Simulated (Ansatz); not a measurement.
# CH₄Si (SMILES C=[SiH2]): a relaxed scan of the bond length C1–Si2

Aim: the energy along the bond length C1–Si2, from CCSD(T) and from cheaper methods, relative to the minimum. At each value the rest of the molecule is relaxed at PBE0-D4 with the distance held.

Computed with Ansatz 0.2.0, Gaussian basis. Level: single points in def2-TZVPP.

Levels: PBE-D4, r2SCAN-D4, PBE0-D4, B3LYP-D4, wB97M-V, Hartree-Fock, MP2, CCSD, CCSD(T). The scan takes 1.461, 1.511, 1.584, 1.670, 1.764, 1.867, 1.975, 2.089, 2.208 Å.

Cores are frozen in the correlated methods. B3LYP uses VWN-RPA correlation.

26 further runs of the same task are left out: 26 set aside as unsound or not needed.

## Step 1: The system as given

The minimum, relaxed at PBE0-D4: SMILES `C=[SiH2]`, 6 atoms, charge 0, spin multiplicity 1.

Atoms are counted from 1 here; the program's logs count them from 0.

Bond lengths: C1–Si2 1.699 Å, C1–H3 1.084 Å, C1–H4 1.084 Å, Si2–H5 1.478 Å, Si2–H6 1.478 Å. Angles: Si2–C1–H3 122.1°, Si2–C1–H4 122.2°, H3–C1–H4 115.7°, C1–Si2–H5 122.7°, C1–Si2–H6 122.7°, H5–Si2–H6 114.7°.

Coordinates:

```
atom    x (Å)    y (Å)    z (Å)
  C1  -0.7129  -0.5277  -0.2553
 Si2   0.5991   0.4435   0.2146
  H3  -1.3848  -0.9778   0.4662
  H4  -0.9320  -0.7370  -1.2959
  H5   0.9092   0.7347   1.6302
  H6   1.5213   1.0643  -0.7597
```

Energies of the minimum (eV), from earlier single points: PBE-D4 -8973.11622, r2SCAN-D4 -8977.28293, PBE0-D4 -8974.00005, B3LYP-D4 -8979.67046, wB97M-V -8977.32652, CCSD(T) -8964.13820.

At the minimum the bond length C1–Si2 is 1.699 Å.

## Step 2: C1–Si2 = 1.461 Å

relax/in.yaml

```yaml
crystal:
  periodic: [false, false, false]
  atoms:
    - {symbol: C, position_ang: [-0.712900, -0.527688, -0.255346]}
    - {symbol: Si, position_ang: [0.415565, 0.307609, 0.148841]}
    - {symbol: H, position_ang: [-1.384763, -0.977839, 0.466164]}
    - {symbol: H, position_ang: [-0.931969, -0.736985, -1.295938]}
    - {symbol: H, position_ang: [0.725663, 0.598881, 1.564499]}
    - {symbol: H, position_ang: [1.337756, 0.928429, -0.825448]}
basis:
  gaussian: {orbitals: def2-TZVP}
hamiltonian: {xc: pbe0, dispersion: d4}
relax: {f_tol: 0.005, max_steps: 200, constraints: [{distance: [0, 1]}]}
```

No record of the launch command was kept for these runs.

The runs that follow: C1–Si2 = 1.511 Å; C1–Si2 = 1.584 Å; C1–Si2 = 1.670 Å; C1–Si2 = 1.764 Å; C1–Si2 = 1.867 Å; C1–Si2 = 1.975 Å; C1–Si2 = 2.089 Å; C1–Si2 = 2.208 Å.

Before running it: what results should come out? Wanted: highest point, CCSD(T); lowest point, CCSD(T); minimum along the scan, CCSD(T); RMS deviation from CCSD(T); largest T1 diagnostic.

The runs gave:

| quantity | value |
| --- | --- |
| highest point, CCSD(T) | 43.9 kcal/mol at 2.208 Å |
| lowest point, CCSD(T) | 0.0 kcal/mol at 1.699 Å |
| minimum along the scan, CCSD(T) | 1.714 Å |
| curvature there | 32.2 eV/Å² |
| RMS deviation from CCSD(T) | PBE-D4 0.6, r2SCAN-D4 2.7, PBE0-D4 3.8, B3LYP-D4 2.9, wB97M-V 5.5, Hartree-Fock 7.9, MP2 1.6, CCSD 2.1 kcal/mol |
| largest T1 diagnostic | 0.024 |

**Reading.** A polynomial through the near points puts the CCSD(T) minimum 0.015 Å above the PBE0-D4 value. It is steeper on the short side than on the long one. Curvature against CCSD(T): PBE-D4 -0 %, Hartree-Fock +22 %. PBE-D4 follows the CCSD(T) curve best and Hartree-Fock worst. The restricted Hartree–Fock reference is unstable towards an unrestricted one at one or more of these structures.
